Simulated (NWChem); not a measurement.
All runs are NWChem calculations. System: nitrogen (N₂), charge 0, spin multiplicity 1, at a geometry optimised with PBE0/def2-SVP. Level: RHF/def2-TZVP.

NWChem printed:

```
             Northwest Computational Chemistry Package (NWChem) 7.3.0
             --------------------------------------------------------

                                NWChem Input Module
                                -------------------

 Scaling coordinates for geometry "geometry" by  1.889725989
 (inverse scale =  0.529177249)

 Turning off AUTOSYM since
 SYMMETRY directive was detected!

                             Geometry "geometry" -> ""
                             -------------------------

 Output coordinates in angstroms (scale by  1.889725989 to convert to a.u.)

  No.       Tag          Charge          X              Y              Z
 ---- ---------------- ---------- -------------- -------------- --------------
    1 N                    7.0000     0.00000000     0.00000000     0.54887900
    2 N                    7.0000     0.00000000     0.00000000    -0.54887900

 Effective nuclear repulsion energy (a.u.)      23.6205841369

            Nuclear Dipole moment (a.u.)
            ----------------------------
        X                 Y               Z
 ---------------- ---------------- ----------------
     0.0000000000     0.0000000000     0.0000000000

      Symmetry information
      --------------------

 Group name             D2h
 Group number             26
 Group order               8
 No. of unique centers     1

      Symmetry unique atoms

     1


 Summary of "ao basis" -> "" (spherical)
 ------------------------------------------------------------------------------
       Tag                 Description            Shells   Functions and Types
 ---------------- ------------------------------  ------  ---------------------
 *                         def2-tzvp                  on all atoms

 Summary of "ao basis" -> "ao basis" (spherical)
 ------------------------------------------------------------------------------
       Tag                 Description            Shells   Functions and Types
 ---------------- ------------------------------  ------  ---------------------
 N                         def2-tzvp                11       31   5s3p2d1f

                                 NWChem SCF Module
                                 -----------------

  ao basis        = "ao basis"
  functions       =    62
  atoms           =     2
  closed shells   =     7
  open shells     =     0
  charge          =   0.00
  wavefunction    = RHF
  use symmetry    = T
  symmetry adapt  = T

 Summary of "ao basis" -> "ao basis" (spherical)
 ------------------------------------------------------------------------------
       Tag                 Description            Shells   Functions and Types
 ---------------- ------------------------------  ------  ---------------------
 N                         def2-tzvp                11       31   5s3p2d1f

      Symmetry analysis of basis
      --------------------------

        ag         14
        au          3
        b1g         3
        b1u        14
        b2g         7
        b2u         7
        b3g         7
        b3u         7

 Forming initial guess at       0.1s

      Superposition of Atomic Density Guess
      -------------------------------------

 Sum of atomic energies:        -108.62310363

      Non-variational initial energy
      ------------------------------

 Total energy =    -109.131703
 1-e energy   =    -193.905180
 2-e energy   =      61.152893
 HOMO         =      -0.430449
 LUMO         =       0.018762

      Symmetry analysis of molecular orbitals - initial
      -------------------------------------------------

 !! scf_movecs_sym_adapt:   40 vectors were symmetry contaminated

  Symmetry fudging

 !! scf_movecs_sym_adapt:   36 vectors were symmetry contaminated

  Numbering of irreducible representations:

     1 ag          2 au          3 b1g         4 b1u         5 b2g
     6 b2u         7 b3g         8 b3u

  Orbital symmetries:

     1 ag          2 b1u         3 ag          4 b1u         5 b2u
     6 b3u         7 ag          8 b3g         9 b2g        10 b1u
    11 ag         12 b2u        13 b3u        14 ag         15 b2g
    16 b3g        17 b1u

 Starting SCF solution at       0.3s

 ----------------------------------------------
         Quadratically convergent ROHF

 Convergence threshold     :          1.000E-07
 Maximum no. of iterations :          100
 Final Fock-matrix accuracy:          1.000E-09
 ----------------------------------------------

              iter       energy          gnorm     gmax       time
             ----- ------------------- --------- --------- --------
                 1     -108.9760301726  4.16D-01  1.52D-01      0.3
                 2     -108.9872699998  1.19D-01  6.28D-02      0.4
                 3     -108.9881046543  2.28D-03  8.10D-04      0.4
                 4     -108.9881049151  1.15D-06  3.96D-07      0.4
                 5     -108.9881049151  8.02D-09  3.28D-09      0.5

       Final RHF  results
       ------------------

         Total SCF energy =   -108.988104915083
      One-electron energy =   -194.266043121354
      Two-electron energy =     61.657354069343
 Nuclear repulsion energy =     23.620584136927

        Time for solution =      0.1s

       Symmetry analysis of molecular orbitals - final
       -----------------------------------------------

  Numbering of irreducible representations:

     1 ag          2 au          3 b1g         4 b1u         5 b2g
     6 b2u         7 b3g         8 b3u

  Orbital symmetries:

     1 ag          2 b1u         3 ag          4 b1u         5 ag
     6 b3u         7 b2u         8 b2g         9 b3g        10 ag
    11 b1u        12 b3u        13 b2u        14 ag         15 b3g
    16 b2g        17 b1u

             Final eigenvalues
             -----------------

              1
    1  -15.6836
    2  -15.6801
    3   -1.4713
    4   -0.7785
    5   -0.6341
    6   -0.6140
    7   -0.6140
    8    0.1538
    9    0.1538
   10    0.3637
   11    0.3794
   12    0.4292
   13    0.4292
   14    0.4500
   15    0.5972
   16    0.5972
   17    0.6209

                       ROHF Final Molecular Orbital Analysis
                       -------------------------------------

 Vector    5  Occ=2.000000D+00  E=-6.341450D-01  Symmetry=ag
              MO Center= -7.8D-34, -3.8D-34,  8.0D-17, r^2= 1.3D+00
   Bfn.  Coefficient  Atom+Function         Bfn.  Coefficient  Atom+Function
  ----- ------------  ---------------      ----- ------------  ---------------
     8      0.337260  1 N  pz                39     -0.337260  2 N  pz
    11      0.252574  1 N  pz                42     -0.252574  2 N  pz
     5      0.181275  1 N  s                 36      0.181275  2 N  s
     4      0.180088  1 N  s                 35      0.180088  2 N  s

 Vector    6  Occ=2.000000D+00  E=-6.139682D-01  Symmetry=b3u
              MO Center= -3.8D-19,  2.4D-35, -5.2D-17, r^2= 9.0D-01
   Bfn.  Coefficient  Atom+Function         Bfn.  Coefficient  Atom+Function
  ----- ------------  ---------------      ----- ------------  ---------------
     6      0.304270  1 N  px                37      0.304270  2 N  px
     9      0.274844  1 N  px                40      0.274844  2 N  px

 Vector    7  Occ=2.000000D+00  E=-6.139682D-01  Symmetry=b2u
              MO Center=  3.7D-44, -7.2D-35, -3.2D-17, r^2= 9.0D-01
   Bfn.  Coefficient  Atom+Function         Bfn.  Coefficient  Atom+Function
  ----- ------------  ---------------      ----- ------------  ---------------
     7      0.304270  1 N  py                38      0.304270  2 N  py
    10      0.274844  1 N  py                41      0.274844  2 N  py

 Vector    8  Occ=0.000000D+00  E= 1.537785D-01  Symmetry=b2g
              MO Center=  2.1D-34,  3.5D-40,  1.6D-16, r^2= 1.9D+00
   Bfn.  Coefficient  Atom+Function         Bfn.  Coefficient  Atom+Function
  ----- ------------  ---------------      ----- ------------  ---------------
    12      0.732055  1 N  px                43     -0.732055  2 N  px
     6      0.295690  1 N  px                37     -0.295690  2 N  px
     9      0.267841  1 N  px                40     -0.267841  2 N  px

 Vector    9  Occ=0.000000D+00  E= 1.537785D-01  Symmetry=b3g
              MO Center=  3.9D-34,  1.8D-18,  2.0D-16, r^2= 1.9D+00
   Bfn.  Coefficient  Atom+Function         Bfn.  Coefficient  Atom+Function
  ----- ------------  ---------------      ----- ------------  ---------------
    13      0.732055  1 N  py                44     -0.732055  2 N  py
     7      0.295690  1 N  py                38     -0.295690  2 N  py
    10      0.267841  1 N  py                41     -0.267841  2 N  py

 Vector   10  Occ=0.000000D+00  E= 3.636802D-01  Symmetry=ag
              MO Center= -7.3D-21, -5.6D-35,  1.7D-16, r^2= 3.1D+00
   Bfn.  Coefficient  Atom+Function         Bfn.  Coefficient  Atom+Function
  ----- ------------  ---------------      ----- ------------  ---------------
     4      1.387160  1 N  s                 35      1.387160  2 N  s
     5     -1.261305  1 N  s                 36     -1.261305  2 N  s
    11      0.172520  1 N  pz                42     -0.172520  2 N  pz

 center of mass
 --------------
 x =   0.00000000 y =   0.00000000 z =   0.00000000

 moments of inertia (a.u.)
 ------------------
          30.130348656405           0.000000000000           0.000000000000
           0.000000000000          30.130348656405           0.000000000000
           0.000000000000           0.000000000000           0.000000000000

  Mulliken analysis of the total density
  --------------------------------------

    Atom       Charge   Shell Charges
 -----------   ------   -------------------------------------------------------
    1 N    7     7.00   0.82  1.15  0.61  0.86  0.33  1.36  1.36  0.41  0.02  0.06  0.01
    2 N    7     7.00   0.82  1.15  0.61  0.86  0.33  1.36  1.36  0.41  0.02  0.06  0.01

       Multipole analysis of the density wrt the origin
       ------------------------------------------------

     L   x y z        total         open         nuclear
     -   - - -        -----         ----         -------
     0   0 0 0     -0.000000      0.000000     14.000000

     1   1 0 0      0.000000      0.000000      0.000000
     1   0 1 0      0.000000      0.000000      0.000000
     1   0 0 1      0.000000      0.000000      0.000000

     2   2 0 0     -7.691955      0.000000      0.000000
     2   1 1 0     -0.000000      0.000000      0.000000
     2   1 0 1      0.000000      0.000000      0.000000
     2   0 2 0     -7.691955      0.000000      0.000000
     2   0 1 1     -0.000000      0.000000      0.000000
     2   0 0 2     -8.694031      0.000000     15.061871

 Task  times  cpu:        0.5s     wall:        0.5s

 Total times  cpu:        0.5s     wall:        0.5s
```

Task: Write an NWChem input that would produce this output.

Result: One answer among several that fit: 
```
start mol
memory heap 200 mb stack 800 mb global 1000 mb
geometry units angstroms nocenter noautoz
  N      0.000000     0.000000     0.548879
  N      0.000000     0.000000    -0.548879
  symmetry group D2h
end
basis spherical
  * library def2-tzvp
end
scf
  rhf
  nopen 0
  maxiter 100
  thresh 1e-7
  semidirect memsize 60000000 filesize 0
end
task scf energy
```
